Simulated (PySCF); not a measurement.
# PH (triplet) under other conditions

How does PH (triplet) answer to another spin, charge, distance or environment?

The runs use PySCF 2.14.0; each script names its method and basis.

3 further runs of the same task are left out: 3 that didn't finish.

### 1 The starting structure

PH (triplet): 2 atoms, charge 0, spin multiplicity 3.

Bond lengths: P1–H2 1.316 Å.

### 2 The run that the others are compared with

The input, input.py:

```python
from pyscf import gto, dft
from pyscf.geomopt.geometric_solver import optimize

mol = gto.M(
    atom='P 0 0 0; H 0 0 1.316',
    basis='jorge-dzp-dkh',
    charge=0,
    spin=2,
    verbose=4,
)
mf = dft.ROKS(mol, xc='pw6b95')
mf = mf.sfx2c1e()
mf.kernel()
g = mf.nuc_grad_method()
g.grid_response = True
mol_eq = optimize(g.as_scanner(), maxsteps=30)
print('optimised geometry (angstrom)')
print(mol_eq.tostring('raw'))
print('orbital energies (hartree):', mf.mo_energy[..., max(0, mol.nelec[1]-3):mol.nelec[0]+3].round(4))
```

Command:

```bash
$ python input.py
```

The log of this run is left out.

Base result: at the starting geometry E(SCF) = -342.981343 Eh, 7 cycles, optimised bond 1.438 Å in 4 steps; the optimisation lowers the energy by 0.178 eV.

The triplet is typed in the script; nothing here shows that it is the ground state.

### 3 Singlet

Variant 1 changes spin (2S): 2 → 0.

The input, input.py:

```python
from pyscf import gto, dft
from pyscf.geomopt.geometric_solver import optimize

mol = gto.M(
    atom='P 0 0 0; H 0 0 1.316',
    basis='jorge-dzp-dkh',
    charge=0,
    spin=0,
    verbose=4,
)
mf = dft.ROKS(mol, xc='pw6b95')
mf = mf.sfx2c1e()
mf.kernel()
g = mf.nuc_grad_method()
g.grid_response = True
mol_eq = optimize(g.as_scanner(), maxsteps=30)
print('optimised geometry (angstrom)')
print(mol_eq.tostring('raw'))
print('orbital energies (hartree):', mf.mo_energy[..., max(0, mol.nelec[1]-3):mol.nelec[0]+3].round(4))
```

Command:

```bash
$ python input.py
```

### 4 Electric field -0.01 a.u.

Variant 2 changes electric field: none → -0.01 a.u.; step after the SCF: optimize → analyze.

The input, input.py:

```python
from pyscf import gto, dft

mol = gto.M(
    atom='P 0 0 0; H 0 0 1.316',
    basis='jorge-dzp-dkh',
    charge=0,
    spin=2,
    verbose=4,
)
mf = dft.ROKS(mol, xc='pw6b95')
mf = mf.sfx2c1e()
field = -0.01  # electric field along z, atomic units
h = mf.get_hcore() + field*mol.intor('int1e_r')[2]
mf.get_hcore = lambda *args: h
e_nuc = mol.energy_nuc() - field*mol.atom_charges() @ mol.atom_coords()[:, 2]
mf.energy_nuc = lambda *args: e_nuc
mf.kernel()
mf.analyze()
print('orbital energies (hartree):', mf.mo_energy[..., max(0, mol.nelec[1]-3):mol.nelec[0]+3].round(4))
```

### 5 Bond 1.277 Å

Variant 3 changes bond length: 1.316 Å → 1.277 Å.

input.py, as its differences from that of step 2:

```diff
@@ -4,3 +4,3 @@
 mol = gto.M(
-    atom='P 0 0 0; H 0 0 1.316',
+    atom='P 0 0 0; H 0 0 1.277',
     basis='jorge-dzp-dkh',
```

### 6 Charge +1 (doublet)

Variant 4 changes charge: 0 → 1; spin (2S): 2 → 1.

input.py, as its differences from that of step 2:

```diff
@@ -6,4 +6,4 @@
     basis='jorge-dzp-dkh',
-    charge=0,
-    spin=2,
+    charge=1,
+    spin=1,
     verbose=4,
```

Before running it: what results should come out? Wanted: for each run, E(SCF); from base; SCF dipole; after the SCF.

The runs gave:

```
                      run  E(SCF) (hartree)  from base (eV)  cycles  SCF dipole (D)            after the SCF
                     base       -342.981343               0       7             n/a  bond 1.438 Å, -0.178 eV
                  singlet       -342.929186         +1.4192       7             n/a  bond 1.436 Å, -0.176 eV
electric field -0.01 a.u.       -342.979685         +0.0451       7            0.15                      n/a
             bond 1.277 Å       -342.975718         +0.1530       7             n/a  bond 1.438 Å, -0.331 eV
      charge +1 (doublet)       -342.607869        +10.1627       7             n/a  bond 1.442 Å, -0.196 eV
```

SCF columns refer to the geometry typed in the script.

**Reading.** The largest comparable shift of the SCF energy, +1.419 eV, comes with the run “singlet”. The singlet solution found lies 1.42 eV above the base triplet at this geometry and level. At the SCF level, going to the doublet with one electron fewer costs 10.16 eV at fixed geometry.
